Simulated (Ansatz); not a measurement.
**Question.** Name a neutral molecule of Al, C, S and H with size of the dipole moment (B3LYP/def2-TZVPP) between 2.35 and 2.65 D and LUMO energy (B3LYP/def2-TZVPP) between -1.65 and -1.35 eV (Ansatz, PBE0-D4/def2-TZVP geometry).

**Answer.** `[CH2]1[AlH][S]1` (2.36 D, -1.51 eV). Other molecules can fit too; these were computed, each in one conformer that needn't be the lowest.

B3LYP here is the variant with VWN-RPA as its local correlation; programs differ in this.
